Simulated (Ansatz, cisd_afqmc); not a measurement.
Species: CH4, charge 0, singlet. CH4 (SMILES C).
B3LYP-D3(BJ)/def2-TZVP minimum from Ansatz (a program for electronic structure):
```
C
H 1 1.0892
H 1 1.0892 2 109.47
H 1 1.0892 2 109.47 3 120.00
H 1 1.0892 2 109.47 3 -120.00
```

Total energies in cc-pVDZ, 8 correlated electrons, 1 frozen orbitals. Open shells are spin-unrestricted; no spin-orbit coupling. Cores are frozen in correlated methods. No relativity. AFQMC is phaseless with a CISD trial state; ± is one standard error, without the phaseless bias. Outlying blocks are dropped, and bars are widened where a walk drifts. Over all cases where full CI ran beside it in this data, AFQMC minus full CI had a median of +0.1 mEh and passed +0.4 mEh in a tenth of the cases.

| method | program | energy (Eh) | minus CCSDTQ (mEh) |
|---|---|---|---|
| HF | Ansatz | -40.19870 | 188.92 |
| MP2 | Ansatz | -40.35989 | 27.73 |
| CCSD | Ansatz | -40.38338 | 4.24 |
| CCSD(T) | Ansatz | -40.38708 | 0.54 |
| CCSDT(Q) | Ansatz | -40.38762 | 0.00 |
| CCSDTQ | Ansatz | -40.38762 | 0.00 |
| AFQMC/CISD | cisd_afqmc | -40.3878 ± 0.0002 | -0.1 ± 0.2 |

Rough core times of Ansatz's runs on a shared machine: CCSD(T) under 20 s, CCSDT(Q) under 20 s, CCSDTQ 80 s.
